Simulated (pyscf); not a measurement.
Thermochemistry of product channels of F–SiH₂–O–SiH₃ (SMILES F[SiH2]O[SiH3]) + F• (SMILES [F]) on the doublet surface, in eV, from ωB97M-D3(BJ)/def2-TZVP energies (ideal gas, 1 atm, RRHO with modes under 100 cm⁻¹ raised to 100, one conformer, R ln 2 for chiral ones without a mode under 150 cm⁻¹). Single points on ωB97X-D3(BJ)/def2-SVP structures (PySCF, gas phase).

```csv
products,ΔE,ΔH(298 K),ΔG(900 K),ΔG(1200 K)
F–SiH•–O–SiH₂–F (SMILES F[SiH]O[SiH2]F) + H₂ (SMILES [H][H]),-2.99,-3.07,-3.07,-3.08
F–Si•(F)–O–SiH₃ (SMILES F[Si](F)O[SiH3]) + H₂ (SMILES [H][H]),?,-2.99,-3.04,?
```

### Question
Fill in the missing entries.

### Answer

- F–Si•(F)–O–SiH₃ (SMILES F[Si](F)O[SiH3]) + H₂ (SMILES [H][H]), ΔE: -2.90
- F–Si•(F)–O–SiH₃ (SMILES F[Si](F)O[SiH3]) + H₂ (SMILES [H][H]), ΔG(1200 K): -3.06

These are energies of the channels, which say nothing of barriers. Left out: orbital degeneracy and the spin-orbit lowering of F.
